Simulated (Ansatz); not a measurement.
Basis-set extrapolation for C6H12 (`C/C=C/CCC`) (PBE0-D4/def2-TZVP geometry, frozen core, Ansatz). Multiplicity 1, RHF reference.

```
                      def2-TZVPP   def2-QZVPP
                 HF  -234.268175  -234.279124
    MP2 correlation    -1.031593    -1.095646
CCSD(T) correlation    -1.140227      not run
```

Energies in hartree. Use E(X) = E(∞) + A·exp(−7.88·√X) for Hartree–Fock and E(X) = E(∞) + B·X^(−2.97) for correlation, with X = 3 and 4, and add CCSD(T) minus MP2 of the smaller set to the MP2 limit.

Task: What is the CCSD(T) energy at the basis-set limit?

Result: HF limit: -234.279124 + (-0.010949) × 0.13774 = -234.28063. MP2 limit: -1.095646 + (-0.064053) × 0.74074 = -1.14309. Higher-order term: -1.140227 − (-1.031593) = -0.10863. Total: -235.53235 hartree, 3.37 eV below CCSD(T)/def2-TZVPP.
